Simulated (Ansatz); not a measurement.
Process, species as SMILES: ClO (OH-Cl) → HClO+ (doublet, bonded as OCl) + e-
B3LYP-D3(BJ)/def2-TZVP geometries, fixed; electronic energies without zero-point terms.

Effect of the final integration grid (spheres per factor e of radius in core and valence, angular degree) at PBE/def2-TZVPP with Ansatz (a program for electronic structure), against the last row, where the adiabatic ionisation energy is 10.72 eV. Open shells are unrestricted. The default's grid is 13, 11, 36.

| setting | largest shift of a total energy (mEh) | shift of the adiabatic ionisation energy (eV) |
|---|---|---|
| accuracy: medium (default) | 0.000 | 0.000 |
| final_grid: 4, 3, 11 | -1.365 | -0.031 |
| final_grid: 6, 5, 17 | -0.007 | 0.000 |
| final_grid: 8, 7, 23 | 0.005 | 0.000 |
| final_grid: 10, 9, 29 | 0.001 | 0.000 |
| final_grid: 18, 15, 47 | 0.000 | 0.000 |
| final_grid: 26, 22, 59 | 0.000 | 0.000 |

Within 0.005 eV in the adiabatic ionisation energy: accuracy: medium (default); final_grid: 6, 5, 17; final_grid: 8, 7, 23; final_grid: 10, 9, 29; final_grid: 18, 15, 47. The largest shift is 1.365 mEh in a total energy and 0.031 eV in the difference.
